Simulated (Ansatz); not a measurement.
C2H2O, SMILES `[CH]C=O` (triplet; the order of the spin states depends on the level; H–C–C–O torsion 0°) (charge 0, multiplicity 3). This triplet lies 0.28 eV below the relaxed singlet at the level B3LYP/cc-pVTZ // PBE0-D3(BJ)/def2-TZVP (Ansatz, a first-principles code); other levels give the other order.

Cartesian coordinates (Å):
```xyz
5

C      0.8891    -0.3392    -0.0461
C     -0.4949    -0.0914     0.0940
O     -0.9440     1.0321    -0.1148
H      1.6996     0.3241    -0.3253
H     -1.1498    -0.9256     0.3922
```
Charge 0, spin multiplicity 3.

Frozen-core energies in 6-31g from Ansatz at a geometry from PBE0-D3(BJ)/def2-TZVP; the HF reference has <S^2> = 2.22 and the T1 diagnostic is 0.040.

```tsv
level	energy (Ha)
HF	-151.59784
MP2	-151.82962
CCSD	-151.86622
CCSD(T)	-151.87308
```

**Question.** Estimate the energies of CCSDT, CCSDT(Q) and CCSDTQ, and give each level's difference from CCSDTQ.

**Answer.** 
| level | energy (Ha) | difference from CCSDTQ (mHa) |
|---|---|---|
| MP2 | -151.82962 | 45.66 |
| CCSD | -151.86622 | 9.05 |
| CCSD(T) | -151.87308 | 2.19 |
| CCSDT | -151.87441 | 0.86 |
| CCSDT(Q) | -151.87541 | -0.14 |
| CCSDTQ | -151.87527 | 0.00 |
